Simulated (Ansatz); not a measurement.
Process, species as SMILES: FSF + 2 [H][H] (H2) → 2 F (HF) + S (H2S)
B3LYP-D3(BJ)/def2-TZVP geometries, fixed; electronic energies without zero-point terms.

Energies in hartree at MP2 with Ansatz (a first-principles code); the energy of full hydrogenation is their sum with the coefficients shown, times 627.509 kcal/mol a hartree. All functions are spherical. Cores are frozen. No added dispersion term, no relativity.

| species | coefficient | part | aug-cc-pV(D+d)Z | aug-cc-pV(T+d)Z | aug-cc-pV(Q+d)Z |
|---|---|---|---|---|---|
| FSF | -1 | Hartree-Fock | -596.37406 | -596.44816 | -596.46724 |
| FSF | -1 | correlation | -0.55307 | -0.69503 | -0.74838 |
| [H][H] (H2) | -2 | Hartree-Fock | -1.12881 | -1.13299 | -1.13343 |
| [H][H] (H2) | -2 | correlation | -0.02732 | -0.03200 | -0.03326 |
| F (HF) | +2 | Hartree-Fock | -100.03310 | -100.06068 | -100.06814 |
| F (HF) | +2 | correlation | -0.22271 | -0.28020 | -0.30159 |
| S (H2S) | +1 | Hartree-Fock | -398.70222 | -398.71583 | -398.71922 |
| S (H2S) | +1 | correlation | -0.15665 | -0.19510 | -0.20864 |

Q: Predict the energy of full hydrogenation in aug-cc-pV(5+d)Z (X = 5): let each Hartree-Fock step shrink by the ratio of the last two, and fit each correlation energy at X = 3 and 4 to E + A/X^3. Compare with the run.

A: 
- FSF: steps -0.07410 and -0.01908, ratio 0.257, so Hartree-Fock -596.47214 (run: -596.47196); A = (-0.69503 - (-0.74838))/(1/27 - 1/64) = 2.4916, correlation -0.74838 - A/64 + A/125 = -0.76738 (run: -0.77144).
- [H][H] (H2): steps -0.00418 and -0.00044, ratio 0.105, so Hartree-Fock -1.13348 (run: -1.13357); A = (-0.03200 - (-0.03326))/(1/27 - 1/64) = 0.0588, correlation -0.03326 - A/64 + A/125 = -0.03371 (run: -0.03375).
- F (HF): steps -0.02758 and -0.00746, ratio 0.270, so Hartree-Fock -100.07015 (run: -100.07015); A = (-0.28020 - (-0.30159))/(1/27 - 1/64) = 0.9990, correlation -0.30159 - A/64 + A/125 = -0.30921 (run: -0.31037).
- S (H2S): steps -0.01361 and -0.00339, ratio 0.249, so Hartree-Fock -398.72006 (run: -398.71987); A = (-0.19510 - (-0.20864))/(1/27 - 1/64) = 0.6324, correlation -0.20864 - A/64 + A/125 = -0.21346 (run: -0.21455).
Predicted -74.26 kcal/mol; the run in aug-cc-pV(5+d)Z gives -73.68, a miss of -0.58. Keeping the value in aug-cc-pV(Q+d)Z, -74.25, would miss by -0.56. All sums are of the energies as printed.
